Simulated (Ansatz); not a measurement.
The input, for Ansatz 0.2.0:

```yaml
crystal:
  periodic: [false, false, false]
  atoms:
    - {symbol: Si, position_ang: [0.000000, -0.047060, 0.551810]}
    - {symbol: B, position_ang: [0.000000, -0.060513, -1.363344]}
    - {symbol: H, position_ang: [0.000000, 1.171072, 1.447364]}
    - {symbol: H, position_ang: [0.000000, 0.789266, -2.200146]}
basis:
  gaussian: {orbitals: cc-pVDZ}
total_charge: 1
magnetization: {spin_polarized: true, initial_magnetization: 2}
hamiltonian: {xc: {name: B2PLYP}}
correlation: {electrons: outside_noble_gas}
```

```sh
$ ansatz run in.yaml --threads 1 --pin off --events-out ev --progress --plain --max-ram 4096MiB --backend cpu
```

**Question.** Roughly how long does this take on 1 thread of AMD EPYC 7R13, shared host, and how much host memory?

**Answer.** 1.3 s wall and 0.13 GiB.

```
404 factors; integrals over basis functions are off by at most 1.4e-3 eV
mean field evaluation 1: about -8566.1801 eV, gradient 1.2e1 eV
mean field evaluation 2: about -8566.2421 eV, gradient 1.2e1 eV
mean field evaluation 4: about -8567.6946 eV, gradient 1.3e0 eV
mean field evaluation 8: about -8567.8240 eV, gradient 2.4e-1 eV
mean field evaluation 16: about -8567.8298 eV, gradient 2.9e-3 eV
mean field evaluation 32: about -8567.8298 eV, gradient 7.1e-6 eV
mean field -8567.82984344 eV, -314.8619392628 hartree, gradient 7.1e-6 eV, S^2 2.013197; 2 other end points of the search recorded, 0 dependent functions left out
6 core orbitals not correlated: weight in the atoms' cores, before any rotation towards them, 1.000 or more for the frozen orbitals, at most 0.000 for the correlated occupied ones
reference -8567.82996259 eV, -314.8619436413 hartree; 5, 3 occupied and 31, 33 virtual orbitals, 404 factors
second order -4.15199555 eV of doubles, -0.00000000 eV of singles
Total energy: -8568.95100138 eV, -314.9031410573 hartree
```
